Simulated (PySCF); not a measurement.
Dipole moment and polarisability across levels of theory

CH2BH, CH₃B.
InChI=1S/CH3B/c1-2/h2H,1H2

PySCF, dipoles from the SCF density, polarisabilities from static response with core orbitals frozen. Isolated species at its PBE0-D3(BJ)/def2-SVP geometry, gas phase.

Q: Which levels come closest to the reference values?

A: 

| level | μ (D) | error (%) | α (Å³) | error (%) | anisotropy (Å³) |
| --- | --- | --- | --- | --- | --- |
| LDA/def2-SVPD | 0.458 | -26.6 | 4.56 | +1.5 | 2.12 |
| PBE/def2-SVPD | 0.470 | -24.7 | 4.51 | +0.3 | 2.12 |
| B3LYP/def2-SVPD | 0.591 | -5.3 | 4.47 | -0.6 | 2.13 |
| PBE0/def2-SVPD | 0.589 | -5.7 | 4.43 | -1.6 | 2.09 |
| BHandHLYP/def2-SVPD | 0.714 | +14.5 | 4.39 | -2.3 | 2.13 |
| CAM-B3LYP/def2-SVPD | 0.653 | +4.6 | 4.42 | -1.6 | 2.13 |
| wB97X-D/def2-SVPD | 0.659 | +5.6 | 4.47 | -0.5 | 2.07 |
| LC-wPBE/def2-SVPD | 0.682 | +9.4 | 4.32 | -4.0 | 2.08 |
| HF/def2-SVPD | 0.865 | +38.6 | 4.40 | -2.2 | 2.16 |
| PBE0/6-31G* | 0.441 | -29.4 | 3.18 | -29.3 | 2.90 |
| PBE0/def2-SVP | 0.459 | -26.5 | 3.52 | -21.7 | 2.66 |
| PBE0/def2-TZVP | 0.593 | -5.0 | 4.22 | -6.1 | 2.35 |

Reference dipole: 0.624 D (computed, CCSD(T)/CBS, all electrons, equilibrium geometry, gas; Hait, Head-Gordon, J. Chem. Theory Comput. 14 (2018) 1969). Reference polarisability: 4.496 Å³ (computed, CCSD(T)/CBS, static electronic, isotropic average, equilibrium geometry, gas; Hait, Head-Gordon, Phys. Chem. Chem. Phys. 20 (2018) 19800). The anisotropy is √(½[(α1 − α2)² + (α2 − α3)² + (α3 − α1)²]). For the dipole, the smallest error is 4.6% (CAM-B3LYP/def2-SVPD) and the largest 38.6% (HF/def2-SVPD). For the polarisability, the smallest error is 0.3% (PBE/def2-SVPD) and the largest 29.3% (PBE0/6-31G*). The dipole runs from 0.44 D (PBE0/6-31G*) to 0.86 D (HF/def2-SVPD). In one basis (def2-SVPD) the functionals order the polarisability from LC-wPBE (lowest) to LDA (highest), a spread of 6%. With PBE0 the polarisability is 3.64 Å³ without diffuse functions (mean of 6-31G*, def2-SVP and def2-TZVP) and 4.43 Å³ with them (def2-SVPD).
